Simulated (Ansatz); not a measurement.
**Pulling the pair apart**

The pair of H$_{2}$S (SMILES S, atoms 1–3) and CH$_{4}$O (SMILES CO, atoms 4–9), both closed shells, in one local arrangement (a lower one may exist), relaxed at PBE0-D4/def2-TZVP:

S1  (-0.270, -0.475, -2.661)
H2  (-0.475, 0.104, -1.459)
H3  (0.514, 0.529, -3.080)
C4  (0.308, -0.257, 1.268)
O5  (-0.440, 0.698, 0.542)
H6  (1.134, -0.566, 0.627)
H7  (-0.284, -1.145, 1.515)
H8  (0.722, 0.165, 2.191)
H9  (-1.211, 0.947, 1.056)
(Å)

CH$_{4}$O is shifted rigidly along the line between the mean atom positions of the two fragments (negative: closer). Counterpoise interaction energies in kJ/mol. Ansatz 0.2.0; basis: def2-TZVPPD; cores frozen in the correlated methods.

```tsv
shift (Å)	PBE0-D4	PBE-D4	MP2
-0.34	-8.7	-10.0	-5.4
-0.17	-13.3	-14.3	-11.0
0.00	-14.6	-15.4	-12.9
0.17	-14.1	-14.7	-12.8
0.41	-12.2	-12.7	-11.3
0.85	-8.3	-8.5	-7.8
1.71	-3.7	-3.7	-3.5
3.42	-1.0	-0.9	-1.0
```

(1) What does CCSD(T) give at these shifts? (To be estimated.)

T1 diagnostic: at most 0.011.

## Answers

(1) By the calculation: -2.6, -9.1, -11.6, -11.9, -10.8, -7.5, -3.4, -0.9 kJ/mol. For zero shift, CCSD(T) at an estimated basis limit (MP2 extrapolated from triple and quadruple zeta, plus CCSD(T) − MP2 in triple zeta) gives -13.3 kJ/mol. These are counterpoise interaction energies, counted from the two frozen fragments.

For scale, one of the runs: CCSD(T)/def2-TZVPPD, 230 basis functions, launched by `ansatz run in.yaml --threads 4 --pin off --events-out ev --progress --plain --max-ram 9574MiB`. Time: 74 s of wall clock on 4 CPU threads of an Arm Neoverse V1; the host was shared. Peak host memory: 3.9 GiB.
